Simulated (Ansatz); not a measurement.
Ansatz (an electronic-structure program) input (HF/6-31G*):

Ansatz 0.2 input:
```yaml
crystal:
  periodic: [false, false, false]
  atoms:
    - {symbol: F, position_ang: [-0.00000000, -0.00000000, -0.09245367]}
    - {symbol: H, position_ang: [0.00000000, 0.00000000, 0.83208299]}
basis:
  gaussian:
    orbitals: 6-31G*
hamiltonian:
  xc: {name: HF}
relax: {f_tol: 0.003, max_steps: 120}
```

Question: What final total energy does it give?

Answer: -100.00291 Eh.
